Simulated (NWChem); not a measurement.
**S2F2 (Difluorodisulfane) at HF/LANL2DZ (core potential)**

What is the vertical ionisation energy of S2F2 (Difluorodisulfane) at HF/LANL2DZ (core potential)? 

The results are computed with NWChem 7.3.0.

2 further runs of the same task are left out: 1 that didn't finish, 1 set aside as unsound or not needed.

## 1. Starting point

S2F2: 4 atoms, total charge 0, spin state singlet. As SMILES, `FSSF`. The coordinates come from a PBE0-D4/def2-TZVP relaxation.

Bond lengths: F1–S2 1.631 Å, S2–S3 1.890 Å, S3–F4 1.631 Å. Angles: F1–S2–S3 108.6°, S2–S3–F4 108.6°.

## 2. The energy at HF/LANL2DZ (core potential)

f2s2.nw

```
start f2s2
memory stack 880 mb heap 220 mb global 1100 mb
charge 0
geometry noautosym nocenter noautoz
  F    -1.783750   -0.199930   -0.621590
  S    -0.467670    0.764150   -0.632370
  S     1.044990   -0.276390   -0.184720
  F     1.206410   -0.287820    1.438680
end
basis "ao basis" spherical bse
  * library LANL2DZ
end
ecp bse
  S library LANL2DZ
end
scf
  thresh 1e-08
  maxiter 80
  noprint "final vectors analysis"
end
task scf
```

On the command line:

```bash
$ nwchem f2s2.nw > f2s2.out
```

What it wrote:

```text
[...]
  functions       =    34
[...]
  wavefunction    = RHF
[...]
         Total SCF energy =   -218.499423347474
      One-electron energy =   -463.294322279542
      Two-electron energy =    167.922627700600
 Nuclear repulsion energy =     76.872271231468
        Time for solution =      1.2s
[...]
```

Run time: 1.9 s. Hardware: 1 thread of Intel Xeon Platinum 8259CL at 2.50GHz (Skylake/Cascade Lake), shared host; peak memory 0.1 GiB.

## 3. The doublet cation

f2s2.nw

```
start f2s2
memory stack 880 mb heap 220 mb global 1100 mb
charge 1

geometry units angstrom noautosym nocenter noautoz
F       -1.783750      -0.199930      -0.621590
S       -0.467670       0.764150      -0.632370
S        1.044990      -0.276390      -0.184720
F        1.206410      -0.287820       1.438680
end

basis spherical bse
* library LANL2DZ
end

ecp bse
S library LANL2DZ
end

scf
doublet
uhf
thresh 1e-08
maxiter 80
print low
end

task scf
```

On the command line:

```bash
$ nwchem f2s2.nw > f2s2.out
```

What it wrote, cut to the lines that bear on the results:

```text
[...]
  functions       =    34
[...]
  wavefunction    = UHF
[...]
         Total SCF energy =   -218.083536028732
      One electron energy =   -455.096594721973
      Two electron energy =    160.140787461773
 Nuclear repulsion energy =     76.872271231468
                       Sz =      0.5000
                 Sz(Sz+1) =      0.7500
                      S^2 =      0.7867
[...]
```

Run time: 8.4 s. Hardware: 1 thread of Intel Xeon Platinum 8259CL at 2.50GHz (Skylake/Cascade Lake), shared host; peak memory 0.1 GiB.

## 4. What came out

Level: HF/LANL2DZ (core potential).

| quantity | value |
| --- | --- |
| singlet S2F2: total energy | -218.49942 Eh |
| singlet S2F2: dipole moment | 2.35 D |
| doublet cation: total energy | -218.08354 Eh |
| doublet cation: ⟨S²⟩ | 0.787 |
| vertical ionisation energy (to the doublet cation) | 11.317 eV |

In words: The vertical ionisation energy comes to 11.32 eV (1092 kJ/mol). Mulliken charges (singlet S2F2) run from -0.49 on F1 to +0.49 on S2.
